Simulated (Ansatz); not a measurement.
Frontier orbitals of `NC1(F)CO1`.

Cartesian coordinates in Å:
```
N -1.279 0.061 0.629
C 0.089 -0.176 0.433
F 0.478 -1.221 1.202
C 0.915 0.109 -0.736
O 0.910 0.919 0.469
H -1.846 -0.730 0.354
H -1.579 0.899 0.152
H 0.482 0.592 -1.608
H 1.830 -0.453 -0.896
```

Charge 0, multiplicity 1. All single points use the PBE0-D4/def2-TZVP geometry. It is one conformer, not always the lowest. Basis def2-TZVPP, Ansatz.

```
functional  HOMO (eV)  LUMO (eV)  gap (eV)
       PBE      -6.16       0.19      6.35
      PBE0      -7.63       1.02      8.65
   r2SCANh      -7.00       1.28      8.28
   r2SCAN0      -7.83       1.60      9.43
   ωB97M-V     -10.00       2.38     12.38
        HF     -11.19       3.52     14.71
```

From PBE to PBE0 the HOMO moves by −1.47 eV and the LUMO by +0.83 eV, and with ωB97M-V by −3.84 and +2.20 eV, so the gap grows from 6.35 to 12.38 eV with exact exchange. A positive LUMO is unbound and depends on the basis.
